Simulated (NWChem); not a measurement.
System: carbonyl sulfide (COS); SMILES O=C=S

```xyz
3

O      0.0000     0.0000    -1.6821
C      0.0000     0.0000    -0.5257
S      0.0000     0.0000     1.0382
```
Atoms are numbered in this order, from 1.

Computed with NWChem. Pople sets run with spherical d functions. All runs use the structure optimised with PBE0/def2-SVP.

### Question
Order these by “orbital gap (eV)”, lowest first: B3LYP/6-31+G*; B3LYP/def2-SVP; B3LYP/STO-3G.

### Answer
B3LYP/6-31+G* (7.35), B3LYP/def2-SVP (7.49), B3LYP/STO-3G (7.70)
